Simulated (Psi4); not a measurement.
# A workflow on CH5BS+ (SMILES B[S+]C)

Wanted: a geometry optimisation (doublet CH5BS+, UHF-3c/MINIX), then a single-point energy (singlet [CH5BS]2+, HF-3c/MINIX), then a structure relaxation (singlet [CH5BS]2+, HF-3c/MINIX) of CH5BS. 

Program for the calculation: Psi4 1.11.

**1. The system as given**

The species is CH5BS+ (8 atoms), meant as a doublet with charge +1. SMILES: `B[S+]C`. The coordinates come from a GFN2-xTB relaxation. The run starts from this shape.

Bond lengths: B1–S2 1.781 Å, S2–C3 1.799 Å, B1–H4 1.168 Å, B1–H5 1.166 Å, C3–H6 1.088 Å, C3–H7 1.088 Å, C3–H8 1.092 Å. Angles: B1–S2–C3 104.9°, S2–B1–H4 118.7°, S2–B1–H5 121.0°, S2–C3–H6 111.1°, S2–C3–H7 107.9°, S2–C3–H8 109.7°, H4–B1–H5 120.3°, H6–C3–H7 111.4°, H6–C3–H8 108.4°, H7–C3–H8 108.5°.

**2. A structure relaxation at UHF-3c/MINIX (density fitting) (run 1)**

Input file calc.in:

```
memory 1600 MB

molecule {
  1 2
  B     -1.85098674     1.55169192    -1.77687168
  S      0.88308792    -0.40564861    -1.90614784
  C      1.51436982    -1.24162565     1.32783496
  H     -3.44893915     1.23801628    -3.26637271
  H     -2.00940248     3.18384837    -0.30381127
  H      1.29990481     0.38552303     2.56706066
  H      3.42036649    -2.00928910     1.42041264
  H      0.19159933    -2.70253513     1.93789524
  units bohr
}

set reference uks

result, w = opt("hf-3c", return_wfn=True)
print_variables()
```

Launch:

```console
psi4 -n 1 calc.in calc.out
```

calc.out:

```text
[...]
  Running in c1 symmetry.
[...]
  Nuclear repulsion =   94.387394959986310
[...]
  Multiplicity = 2
[...]
  Nalpha       = 16
  Nbeta        = 15
[...]
    Number of basis functions: 29
[...]
   @DF-UKS iter   1:  -460.21520300791042   -1.47210e+00   9.05570e-03 DIIS/ADIIS
[...]
   @DF-UKS iter  10:  -460.30911944588968   -1.08002e-12   6.73548e-09 DIIS
[...]
   @S^2 Observed:                7.611196482E-01
[...]
  @DF-UKS Final Energy:  -460.30911944588968
   => Energetics <=
    Nuclear Repulsion Energy =             89.5070296433996617
    One-Electron Energy =                -801.9847084706390206
    Two-Electron Energy =                 252.1792814696497089
    Total Energy =                       -460.3091194458896780
  UHF NO Occupations:
  HONO-2 :   14  A 1.9990387
  HONO-1 :   15  A 1.9959686
[...]
 Multipole Moments:
 ------------------------------------------------------------------------------------
     Multipole            Electronic (a.u.)      Nuclear  (a.u.)        Total (a.u.)
 ------------------------------------------------------------------------------------
 L = 1.  Multiply by 2.5417464519 to convert [e a0] to [Debye]
 Dipole X            :          0.4892930           -0.9487392           -0.4594461
 Dipole Y            :          1.4201562           -1.4014385            0.0187177
 Dipole Z            :         -3.6148952            4.0582166            0.4433214
 Magnitude           :                                                    0.6387292
[...]
  -Total Gradient:
     Atom            X                  Y                   Z
    ------   -----------------  -----------------  -----------------
       1        0.000045304644     0.000015330697     0.000009806687
       2       -0.000001033576     0.000041400433    -0.000077753030
       3       -0.000045020595    -0.000085504547     0.000085283470
       4       -0.000000990863    -0.000012827252    -0.000005027449
       5       -0.000025478084    -0.000000892506     0.000005680707
       6        0.000011349360     0.000034799608    -0.000011828017
       7        0.000008241424     0.000001744288    -0.000012827843
       8        0.000007627693     0.000005949280     0.000006665471
[...]
    Final optimized geometry and variables:
    Molecular point group: c1
    Full point group: C1
    Geometry (in Bohr), charge = 1, multiplicity = 2:
    B           -2.638063759590     1.604273524429    -0.732755034720
    S            0.758565199409     0.034080146388    -0.871073264097
    C            0.786990642553    -1.462353104025     2.366600844778
    H           -4.337121323715     0.295943175929    -1.469516858269
    H           -2.697087144550     3.708955760034     0.108654123419
    H            0.607805791364     0.045304499389     3.784985018472
    H            2.607560509647    -2.444976286532     2.548341741396
    H           -0.798565239061    -2.799197025096     2.487094877937
  Variable Map:
  ----------------------------------------------------------------------------
[...]
```

Standard output:

```text
Optimizer: Optimization complete!
```

Run time: 14 s. Hardware: 1 thread of AMD EPYC 7R43 (Zen 3), shared host; peak memory 0.21 GiB.

The path in brief:

| step | energy from the first frame kept (eV) | largest force (eV/Å) |
| --- | --- | --- |
| 0 | 0.0000 | 3.7597 |
| 1 | -0.4179 | 1.6483 |
| 2 | -0.4918 | 0.5559 |
| 3 | -0.4960 | 0.5404 |
| 4 | -0.5120 | 0.3961 |
| 5 | -0.5233 | 0.1207 |
| 6 | -0.5289 | 0.0949 |
| 7 | -0.5324 | 0.0690 |
| 8 | -0.5327 | 0.0387 |
| 9 | -0.5328 | 0.0056 |
| 10 | -0.5328 | 0.0066 |

After the run. Bond lengths: B1–S2 1.982 Å, S2–C3 1.888 Å, B1–H4 1.200 Å, B1–H5 1.200 Å, C3–H6 1.099 Å, C3–H7 1.099 Å, C3–H8 1.099 Å. Angles: B1–S2–C3 98.6°, S2–B1–H4 115.2°, S2–B1–H5 115.2°, S2–C3–H6 108.3°, S2–C3–H7 106.6°, S2–C3–H8 108.5°, H4–B1–H5 129.5°, H6–C3–H7 111.1°, H6–C3–H8 111.2°, H7–C3–H8 111.1°.

**3. Singlet [CH5BS]2+: a single-point energy at HF-3c/MINIX (density fitting) (run 2)**

Input file ch5bs.xyz:

```xyz
8
CH5BS
B     -1.171376     0.754699    -0.936132
S      0.626043    -0.076211    -1.009327
C      0.641085    -0.868090     0.703976
H     -2.070478     0.062361    -1.326010
H     -1.202610     1.868449    -0.490878
H      0.546264    -0.070272     1.454553
H      1.604489    -1.388071     0.800149
H     -0.197955    -1.575517     0.767739
```

Input file ch5bs.py:

```python
import psi4

psi4.set_memory(1600000000)
psi4.set_num_threads(1)
psi4.set_output_file('run.log', False)

with open('ch5bs.xyz') as f:
    atoms = ''.join(f.readlines()[2:])
mol = psi4.geometry('2 1\n' + atoms + 'symmetry c1')

options = {'reference': 'rks'}
psi4.set_options(options)

e = psi4.energy('hf-3c')
print(f'hf-3c energy: {e:.10f} Eh')
```

Launch:

```console
python ch5bs.py
```

run.log:

```text
[...]
  Running in c1 symmetry.
[...]
  Nuclear repulsion =   89.507032769769168
[...]
  Multiplicity = 1
[...]
  Nalpha       = 15
  Nbeta        = 15
[...]
    Number of basis functions: 29
[...]
   @DF-RKS iter   1:  -459.54539359534903   -1.12651e+00   1.10709e-02 ADIIS/DIIS
[...]
   @DF-RKS iter   9:  -459.63526160057285   -8.28379e-09   5.46921e-07 DIIS
[...]
    Orbital Energies [Eh]
    ---------------------
    Doubly Occupied:
       1A    -92.135398     2A    -11.727702     3A     -9.710296
       4A     -8.163228     5A     -7.360903     6A     -7.357289
       7A     -7.356238     8A     -1.612225     9A     -1.400668
      10A     -1.193722    11A     -1.081384    12A     -1.078324
      13A     -1.050360    14A     -1.000427    15A     -0.984123
[...]
  @DF-RKS Final Energy:  -459.63526160057285
   => Energetics <=
    Nuclear Repulsion Energy =             89.5070327697691681
    One-Electron Energy =                -791.8385892963621018
    Two-Electron Energy =                 242.7070170170297843
    Total Energy =                       -459.6352616005728464
[...]
 Multipole Moments:
 ------------------------------------------------------------------------------------
     Multipole            Electronic (a.u.)      Nuclear  (a.u.)        Total (a.u.)
 ------------------------------------------------------------------------------------
 L = 1.  Multiply by 2.5417464519 to convert [e a0] to [Debye]
 Dipole X            :          0.2657104           -0.9487395           -0.6830291
 Dipole Y            :          1.5323504           -1.4014382            0.1309122
 Dipole Z            :         -3.6225333            4.0582156            0.4356822
 Magnitude           :                                                    0.8206618
[...]
```

The script printed:

```text
hf-3c energy: -459.6352616006 Eh
```

Wall time 5.4 s (1 thread of AMD EPYC 7R43 (Zen 3), shared host); peak memory 0.19 GiB.

**4. Singlet [CH5BS]2+: a geometry optimisation at HF-3c/MINIX (density fitting) (run 3)**

Input file ch5bs.dat:

```
memory 1600 MB

molecule system {
  2 1
  B
  S 1 R2
  C 2 R3 1 A3
  H 1 R4 2 A4 3 D4
  H 1 R5 4 A5 2 D5
  H 3 R6 2 A6 1 D6
  H 3 R7 6 A7 2 D7
  H 3 R8 7 A8 6 D8

  R2 = 1.981536
  R3 = 1.887513
  A3 = 98.60501
  R4 = 1.199884
  A4 = 115.19779
  D4 = -89.68857
  R5 = 1.199861
  A5 = 129.54365
  D5 = -178.80616
  R6 = 1.099486
  A6 = 108.33307
  D6 = -61.01681
  R7 = 1.098989
  A7 = 111.05037
  D7 = 116.68914
  R8 = 1.099321
  A8 = 111.07085
  D8 = -124.29318
  symmetry c1
}

set reference rks

energy_value, wavefunction = optimize('hf-3c', return_wfn=True)
print_variables()
```

Launch:

```console
psi4 -n 1 ch5bs.dat ch5bs.out
```

ch5bs.out:

```text
Psi4 1.11 release

gradient() will perform analytic gradient computation.

   => Loading Basis Set <=

    Name: MINIX
    Role: ORBITAL
    Keyword: BASIS

   => HF3C: Empirical Dispersion <=

        s6 =       1.000000
        s8 =       0.877700
        a1 =       0.417100
        a2 =       2.914900

         ---------------------------------------------------------
                                   SCF
                              RKS Reference
                        1 Threads,   1525 MiB Core
         ---------------------------------------------------------

  ==> Geometry <==

    Molecular point group: c1
    Full point group: C1

    Geometry (in Angstrom), charge = 2, multiplicity = 1:

[... 414 lines left out ...]
   @DF-RKS iter  12:  -459.64049948878437   -9.66338e-13   2.81404e-09 DIIS
[... 467 lines left out ...]
   @DF-RKS iter   8:  -459.63962548562603   -1.22856e-09   2.19705e-07 DIIS
[... 478 lines left out ...]
   @DF-RKS iter   5:  -459.64775932099116   -1.47033e-06   9.43344e-06 DIIS
[... 478 lines left out ...]
   @DF-RKS iter   2:  -459.66523290752355   -2.77844e-03   5.96575e-04 ADIIS/DIIS
[... 368 lines left out ...]
	                                 ==> Convergence Check <==
[... 386 lines left out ...]
 Dipole X            :          0.0264884           -0.0355486           -0.0090602
[... 467 lines left out ...]
 Dipole Z            :         -5.6401644            3.2436332           -2.3965312
[... 551 lines left out ...]
	Measures of convergence in internal coordinates in au.
[... 491 lines left out ...]
	  Convergence Criteria     1.00e-06 *    3.00e-04 *             o    1.20e-03 *             o
[... 47 lines left out ...]
PsiException: Could not converge geometry optimization in 50 iterations.

psi4.driver.p4util.exceptions.OptimizationConvergenceError: Could not converge geometry optimization in 50 iterations.

Printing out the relevant lines from the Psithon --> Python processed input file:
      D8 = -124.29318
      symmetry c1
    ""","system")
    core.IO.set_default_namespace("system")
    core.set_global_option("REFERENCE", "rks")
--> energy_value, wavefunction = optimize('hf-3c', return_wfn=True)
    print_variables()

!-------------------------------------------------------------!
!                                                             !
!  Could not converge geometry optimization in 50 iterations. !
!                                                             !
!-------------------------------------------------------------!

    Psi4 run time: 0:00:45.68

[set-up sections that repeat, and orbital energies of the middle runs, are left out above]
```

Wall time 48 s (1 thread of AMD EPYC 7R43 (Zen 3), shared host); peak memory 0.21 GiB.

No converged result was reached.

**5. What came out**

```
                                               quantity                      value
           run 1, UHF-3c/MINIX: total energy at the end              -460.30912 Eh
run 1, UHF-3c/MINIX: HOMO energy (highest over α and β)                  -18.90 eV
 run 1, UHF-3c/MINIX: LUMO energy (lowest over α and β)                   -6.65 eV
                              run 1, UHF-3c/MINIX: ⟨S²⟩                      0.761
                 singlet [CH5BS]2+, run 2: total energy              -459.63526 Eh
                  singlet [CH5BS]2+, run 2: HOMO energy                  -26.78 eV
                  singlet [CH5BS]2+, run 2: LUMO energy                  -17.23 eV
                singlet [CH5BS]2+, run 2: HOMO–LUMO gap                    9.55 eV
                               singlet [CH5BS]2+, run 3  no result (not converged)
```

What this shows: The optimisation (run 1, UHF-3c/MINIX) took 11 steps and changed the energy by -0.533 eV. 1 of the 3 runs did not end normally.
